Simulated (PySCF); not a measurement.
Working out the ionisation energy of C

C [He] 2s2 2p2 (3P) → C⁺ [He] 2s2 2p1 (2P). Computed with PySCF 2.14 in aug-cc-pVQZ with one added diffuse shell each of s, p, d, f, g type (7s6p5d4f3g, 105 functions), with no relativity, point nucleus. Frozen: 1s2. Energies in hartree (1 hartree = 27.21139 eV):

```tsv
part	C (lower)	C⁺ (upper)
UHF	-37.693354	-37.296496
MP2 opposite-spin	-0.059014	-0.050998
MP2 same-spin	-0.013547	-0.003756
```

**Question.** What does Hartree-Fock give?

**Answer.** (-37.296496) − (-37.693354) = 0.396858 hartree = 10.799 eV.

**Question.** What do MP2 and SCS-MP2 (6/5 opposite-spin, 1/3 same-spin) give?

**Answer.** The opposite-spin parts differ by 0.218 eV and the same-spin parts by 0.266 eV. MP2: 10.799 + (0.218) + (0.266) = 11.283 eV. SCS-MP2: 10.799 + 1.2 × (0.218) + (0.266)/3 = 11.149 eV.

Measured between the centres of the two terms (NIST): 11.262 eV, so MP2 (valence) is off by 0.021 eV.

What remains against the reference includes basis incompleteness, the frozen core and correlation beyond second order.
